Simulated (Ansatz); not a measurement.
```yaml
crystal:
  periodic: [false, false, false]
  atoms:
    - {symbol: Si, position_ang: [-1.045884, 1.011835, -0.997288]}
    - {symbol: Al, position_ang: [0.858216, 0.277323, 0.366903]}
    - {symbol: P, position_ang: [0.630553, -1.530253, 1.808718]}
    - {symbol: H, position_ang: [-2.284139, 0.236499, -0.703512]}
    - {symbol: H, position_ang: [-0.740626, 0.831793, -2.447286]}
    - {symbol: H, position_ang: [-1.353948, 2.456425, -0.790148]}
    - {symbol: H, position_ang: [2.231160, 1.077665, 0.377506]}
    - {symbol: H, position_ang: [-0.102125, -2.318562, 0.882733]}
    - {symbol: H, position_ang: [1.895290, -2.088925, 1.485273]}
basis:
  gaussian: {orbitals: def2-SVPD, point_charges: [{charge: -1.00, position_ang: [6.725, -0.259, 0.992]}]}
total_charge: -1
magnetization: {spin_polarized: true, initial_magnetization: 1}
hamiltonian: {xc: {name: SPW92}}
output: {forces: true}
```

```sh
$ ansatz run in.yaml --threads 2 --pin off --events-out ev --progress --plain --max-ram 4352MiB
```

Output, abridged:

```
Functional definition: SPW92
1074 factors; their error is unknown
mean field evaluation 1: about -23754.3535 eV, gradient 1.1e1 eV
mean field evaluation 2: about -23754.7173 eV, gradient 8.9e0 eV
mean field evaluation 4: about -23755.5062 eV, gradient 6.2e-1 eV
mean field evaluation 8: about -23755.4660 eV, gradient 1.0e-1 eV
mean field evaluation 16: about -23755.4661 eV, gradient 4.6e-5 eV
mean field -23755.46613048 eV, -872.9972782619 hartree, gradient 4.6e-5 eV, S^2 0.752228; 3 other end points of the search recorded, 0 dependent functions left out
reference -23755.46618792 eV, -872.9972803727 hartree; 25, 24 occupied and 95, 96 virtual orbitals, 1074 factors
Total energy: -23755.46618792 eV, -872.9972803727 hartree
Atom 0 at    -1.045884     1.011835    -0.997288 Å, force     1.342093    -0.555661     1.052068 eV/Å
Atom 1 at     0.858216     0.277323     0.366903 Å, force    -0.414802     0.396897    -0.416582 eV/Å
Atom 2 at     0.630553    -1.530253     1.808718 Å, force    -0.324521     0.232469     0.867828 eV/Å
Atom 3 at    -2.284139     0.236499    -0.703512 Å, force    -0.549255    -0.166493    -0.067437 eV/Å
Atom 4 at    -0.740626     0.831793    -2.447286 Å, force    -0.275611     0.144730    -0.722094 eV/Å
Atom 5 at    -1.353948     2.456425    -0.790148 Å, force    -0.381308     0.563503    -0.235332 eV/Å
Atom 6 at     2.231160     1.077665     0.377506 Å, force     0.121005     0.168725     0.014562 eV/Å
Atom 7 at    -0.102125    -2.318562     0.882733 Å, force    -0.168052    -0.410545    -0.339382 eV/Å
Atom 8 at     1.895290    -2.088925     1.485273 Å, force     0.366209    -0.339756    -0.181589 eV/Å
Dipole moment:     0.247137    -0.359385     0.052103 e Å
```

Task: Something in this input is off. What?

Result: The charge is far from anything that the molecule holds. Self-consistency was reached. The result belongs to that input, not to the molecule as meant.
